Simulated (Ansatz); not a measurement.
System: hcp Cd. Method: HSE06 (Ansatz, an electronic-structure program, plane waves, PAW).

Numerical settings: plane-wave cutoff 500 eV, 8×6×1 k mesh (along the axes of the cell as run), Fermi–Dirac smearing 0.1 eV, scalar-relativistic PAW data made under PBE.

The cell is the one relaxed with r²SCAN.

Question: Give the computed surface energy of the (10-10) face and work function of the (10-10) face.

Answer: 
- surface energy of the (10-10) face: 0.72 J/m²
- work function of the (10-10) face: 4.16 eV

Note: exact exchange on metals is sensitive to the k mesh and can open a false gap; the run warned that the count of filled bands differs between k points.

The slab of 8 atoms is relaxed and unreconstructed.

It cost around 110 core-minutes (rough) of CPU time.
